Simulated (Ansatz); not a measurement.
**BF2 with multiplicity 2: molecular dynamics**

Aim: follow the molecule's vibrations and see whether its bonds hold. The start is relaxed first. Runs: 300 steps of 1 fs under a Nosé-Hoover thermostat at 2000 K. SMILES of the start: F[B]F.

Program: Ansatz 0.2.0. Level of theory: UKS PBE0/def2-SVP. These are calculated values, not measurements.

## (1) The system as given

Bond lengths: F1–B2 1.494 Å, B2–F3 1.475 Å. Angles: F1–B2–F3 121.5°.

Coordinates:

```xyz
3

F     0.5862   -1.1888    0.1833
B     0.3123    0.2800    0.2042
F    -0.9094    0.8439   -0.4008
```

## (2) Relaxing the start

input.yaml reads:

```yaml
crystal:
  periodic: [false, false, false]
  atoms:
    - { symbol: F, position_ang: [0.5862, -1.1888, 0.1833] }
    - { symbol: B, position_ang: [0.3123, 0.28, 0.2042] }
    - { symbol: F, position_ang: [-0.9094, 0.8439, -0.4008] }
magnetization:
  spin_polarized: true
  initial_magnetization: 1
basis:
  gaussian: { orbitals: def2-SVP }
hamiltonian:
  xc: pbe0
relax:
  f_tol: 0.02
  max_steps: 40
output:
  orbitals: {}
```

Launch:

```sh
> ansatz run input.yaml --threads 1 --pin off --max-ram 2048MiB --backend cpu --events-out ev --progress --plain --runs-dir out
```

The runs that follow: Dynamics.

**Question.** What will these runs give? Wanted: relaxation of the start; temperature, first and last step; temperature, second half; potential energy, second half; largest change of the conserved energy; bonds formed or broken.

**Answer**, as computed:

| quantity | value |
| --- | --- |
| relaxation of the start | 4 moves, 1.150 eV lower |
| length | 300 steps of 1 fs |
| temperature, first and last step | 2000 and 1277 K |
| temperature, second half | mean 3634 K, from 87 to 7237 K |
| potential energy, second half | +164 meV/atom from the start |
| largest change of the conserved energy | 3.23 meV/atom |
| bonds formed or broken | 0 |

What this shows: Against a set 2000 K the second half averages 3634 K with a spread of 2008 K. The conserved energy strays from its start by at most 3.23 meV/atom, 3.1 % of the mean kinetic energy, fair for a step of 1 fs. The bonding pattern survives the run. Averages from a run of 300 fs with 3 atoms are rough.
